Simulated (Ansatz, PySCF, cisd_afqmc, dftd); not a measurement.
Reaction: H2O2 (hydrogen peroxide, SMILES OO) → HO2 (SMILES [O]O, doublet) + H (doublet) (the H-O bond breaks)
Each species at its own B3LYP-D3(BJ)/def2-TZVP minimum (Ansatz, a quantum-chemistry and plane-wave program).

Property: bond dissociation energy (enthalpy at 298 K, ideal-gas terms from PySCF's Hessians at B3LYP-D3(BJ)/def2-TZVP), in kJ/mol. Radicals and triplets start from unrestricted determinants; spin-orbit coupling is neglected. Cores are frozen in correlated methods. Rows without X2C or -DK are non-relativistic. AFQMC/CISD: phaseless, guided by CISD from CCSD amplitudes; bars are statistical, one sigma. Outlying blocks are dropped, and bars are widened where a walk drifts. Over all cases where full CI ran beside it in this data, AFQMC minus full CI had a median of +0.1 mEh and passed +0.4 mEh in a tenth of the cases. CBS(X,Y): correlation extrapolated as X^-3, Hartree-Fock from the larger set (Q,5: extrapolated as (X+1)exp(-9√X)). A bracket is a step between two methods taken in the basis named. Functionals run without relativity, which enters their misses. Double hybrids freeze cores in their MP2 part. '+ core + X2C': CCSD(T) terms for core correlation (cc-pwCVTZ) and scalar relativity (cc-pVTZ-DK). Where a partner has so few electrons that a lower coupled-cluster level is exact, that level stands in.

From measured enthalpies of formation at 298 K: 87.4 kcal/mol (Active Thermochemical Tables 1.112 (ions: stationary electron), as tabulated in the package chemicals). The calculations leave out spin-orbit terms.

```
level                                                                                                               program  bond dissociation energy (kJ/mol)  error against that value
------------------------------------------------------------------------------------------------------  -------------------  ---------------------------------  ------------------------
PBE-D4/def2-TZVPD                                                                                            Ansatz + dftd4                              334.7                     -31.0
PBE0/def2-TZVPD                                                                                                      Ansatz                              334.7                     -31.0
r2SCANh-D4/def2-TZVPD                                                                                        Ansatz + dftd4                              335.6                     -30.1
B2GP-PLYP/def2-TZVPD                                                                                                 Ansatz                              348.7                     -17.0
MP2/cc-pVTZ                                                                                                          Ansatz                              375.5                       9.8
CCSD(T)/cc-pVQZ                                                                                                      Ansatz                              362.5                      -3.2
CCSD(T)/CBS(cc-pVQZ,cc-pV5Z) + core + X2C                                                                            Ansatz                              366.4                       0.7
CCSDT(Q)/cc-pVDZ                                                                                                     Ansatz                              329.3                     -36.4
CCSDTQ/cc-pVDZ                                                                                                       Ansatz                              329.4                     -36.3
CCSD(T)/CBS(cc-pVQZ,cc-pV5Z) + [AFQMC/CISD - CCSD(T)]/cc-pVTZ + core + X2C                              Ansatz + cisd_afqmc                        367.2 ± 1.3                       1.5
CCSD(T)/CBS(cc-pVQZ,cc-pV5Z) + [CCSDT(Q) - CCSD(T)]/cc-pVTZ + core + X2C                                             Ansatz                              365.1                      -0.6
CCSD(T)/CBS(cc-pVQZ,cc-pV5Z) + [CCSDT(Q) - CCSD(T)]/cc-pVTZ + [CCSDTQ - CCSDT(Q)]/cc-pVDZ + core + X2C               Ansatz                              365.2                      -0.5
```
